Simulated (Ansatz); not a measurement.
# Property card for Fe7Co

All numbers below come from DFT PBEsol, scalar-relativistic, plane waves, PAW in Ansatz 0.2.0.

Plane waves to 420 eV, a k mesh through Γ of 10×10×10 on the computed 8-atom cell and Gaussian smearing (0.10 eV); collinear spin from starting moments 2.39 2.39 2.39 2.6 2.6 2.6 2.6 1.98 μB.

The structure is relaxed at this level of theory with its symmetry kept. Whether it is the stable form of this composition wasn't checked.

```
Fe Co
1.0
    -2.79477    2.79477    2.79477
     2.79477   -2.79477    2.79477
     2.79477    2.79477   -2.79477
Fe Co
7 1
Direct
  0.00000 0.50000 0.50000
  0.50000 0.50000 0.00000
  0.50000 0.00000 0.50000
  0.00000 0.00000 0.50000
  0.00000 0.50000 0.00000
  0.50000 0.00000 0.00000
  0.50000 0.50000 0.50000
  0.00000 0.00000 0.00000
```

- Space group: Im-3m (No. 229)
- Volume per atom: 73.7 bohr³
- Formation energy from the elements' standard states (uncorrected): -0.008 eV/atom
- Kohn–Sham band gap: none (metal)
- Density of states at the Fermi level: 7.94 states/eV per cell
- Löwdin character within 0.5 eV of the Fermi level: Fe 3d 81 %, Co 3d 9 %, unprojected 4 %
- Bulk modulus: 210 GPa
- Its pressure derivative: 5.1
- Bader charges (e): Fe (3 in the cell) -0.01, Fe (4 in the cell) 0.05, Co (1 in the cell) -0.18
- Total moment: 17.52 μB per cell
- Site moments (μB; atoms counted from 1 over the whole cell): Fe (atom 1) 2.18, Fe (atom 2) 2.18, Fe (atom 3) 2.18, Fe (atom 4) 2.36, Fe (atom 5) 2.36, Fe (atom 6) 2.36, Fe (atom 7) 2.36, Co (atom 8) 1.80

Only this magnetic start was tried.